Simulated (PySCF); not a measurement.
## Atomization energy of F2, singlet, from cheap to dear

Geometry (MP2(full)/6-31G*, from the G2/97 set):

```xyz
2

F     0.0000    0.0000    0.0000
F     0.0000    0.0000    1.4206
```

Measured, as an electronic atomization energy: 160.9 kJ/mol (G2/97 heats of formation of molecule and atoms, with zero-point and thermal terms from B3LYP taken off; Curtiss et al., J. Chem. Phys. 106, 1063 (1997), Staroverov et al., J. Chem. Phys. 119, 12129 (2003)). The measured value holds scalar relativity and spin–orbit coupling, which all computed ones lack, and core correlation, which the wave-function levels lack. Atoms are taken at the same level; beside RHF, RMP2 and RCC rows of closed shells they are unrestricted. The atoms' steps beyond CCSDT are taken from full CI of the atoms, which share full CI's core. PySCF 2.14.0; the 6-31G* set has Cartesian d functions; a miss is computed less measured; times are wall times on shared hosts and scatter by a factor of two or so; they hold the correlated step alone (with one SCF for RCCSD(T)), and functionals start from a converged Hartree–Fock density. B3LYP has the VWN-RPA form, and B2PLYP's MP2 part freezes the cores.

| level | basis | miss (kJ/mol) | time of the run | hardware |
| --- | --- | --- | --- | --- |
| RHF | STO-3G | -181.7 | 0.35 s | 1 CPU thread |
| RCCSDT(Q) | STO-3G | 39.1 | 1.9 s | 1 CPU thread |
| full CI | STO-3G | 39.1 | 0.03 s | 1 CPU thread |
| PBE | STO-3G | 230.5 | 0.8 s | 1 CPU thread |
| r2SCAN | STO-3G | 161.2 | 1.2 s | 1 CPU thread |
| B3LYP | STO-3G | 163.2 | 1 s | 1 CPU thread |
| RHF | 6-31G | -359.6 | 0.35 s | 1 CPU thread |
| RMP2 | 6-31G | -79.3 | – | – |
| RCCSDT(Q) | 6-31G | -83.8 | 7.3 s | 1 CPU thread |
| PBE | 6-31G | 36.3 | 1.5 s | 1 CPU thread |
| r2SCAN | 6-31G | -25.6 | 1.6 s | 1 CPU thread |
| B3LYP | 6-31G | -32.4 | 1.6 s | 1 CPU thread |
| B2PLYP | 6-31G | -60.0 | 1.4 s | 1 CPU thread |
| RMP2 | cc-pVDZ | -34.9 | – | – |
| RCCSD(T) | cc-pVDZ | -48.9 | 1.1 s | 1 CPU thread |
| RCCSDT(Q) | cc-pVDZ | -44.6 | 37 s | 1 CPU thread |
| PBE | cc-pVDZ | 65.5 | 2.2 s | 1 CPU thread |
| r2SCAN | cc-pVDZ | 0.3 | 1.4 s | 1 CPU thread |
| B3LYP | cc-pVDZ | -3.2 | 2.3 s | 1 CPU thread |
| B2PLYP | cc-pVDZ | -27.0 | 2.1 s | 1 CPU thread |
| RHF | 6-31G* | -310.8 | 0.95 s | 1 CPU thread |
| RCCSD(T) | 6-31G* | -20.8 | 1 s | 1 CPU thread |
| RCCSDT(Q) | 6-31G* | -16.9 | 99 s | 1 CPU thread |
| PBE | 6-31G* | 84.8 | 1.5 s | 1 CPU thread |
| B3LYP | 6-31G* | 14.9 | 2.8 s | 1 CPU thread |
| wB97M-V | 6-31G* | 16.5 | 10 s | 1 CPU thread |
| B2PLYP | 6-31G* | -4.0 | 2.1 s | 1 CPU thread |
| RMP2 | cc-pVTZ | 6.1 | – | – |
| RCCSD(T) | cc-pVTZ | -15.5 | 3.2 s | 1 CPU thread |
| PBE | cc-pVTZ | 66.0 | 2 s | 1 CPU thread |
| r2SCAN | cc-pVTZ | 4.9 | 3.5 s | 1 CPU thread |
| B3LYP | cc-pVTZ | -2.6 | 2 s | 1 CPU thread |
| wB97M-V | cc-pVTZ | -0.6 | 8.2 s | 1 CPU thread |
| B2PLYP | cc-pVTZ | -10.9 | 2.1 s | 1 CPU thread |
| RHF | cc-pVQZ | -319.7 | 21 s | 1 CPU thread |
| RMP2 | cc-pVQZ | 15.6 | – | – |
| RCCSD(T) | cc-pVQZ | -7.6 | 36 s | 1 CPU thread |
| r2SCAN | cc-pVQZ | 2.0 | 8.3 s | 1 CPU thread |
| B3LYP | cc-pVQZ | -4.8 | 6.1 s | 1 CPU thread |
| B2PLYP | cc-pVQZ | -9.0 | 6.7 s | 1 CPU thread |

HF's time is that of a plain UHF run. A dash: the level came out of a higher level's run.

A composite of the best parts (restricted reference, at this geometry, which isn't the minimum of the high levels):

| part | kJ/mol |
| --- | --- |
| Hartree–Fock limit (T, Q; exp(−5.46 √X)) | -159.01 |
| CCSD(T) correlation limit (T, Q; X⁻³) | 318.25 |
| CCSDT − CCSD(T) (DZ) | 0.32 |
| (Q) (DZ) | 3.90 |
| sum | 163.5 |
| sum less measured | 2.6 |
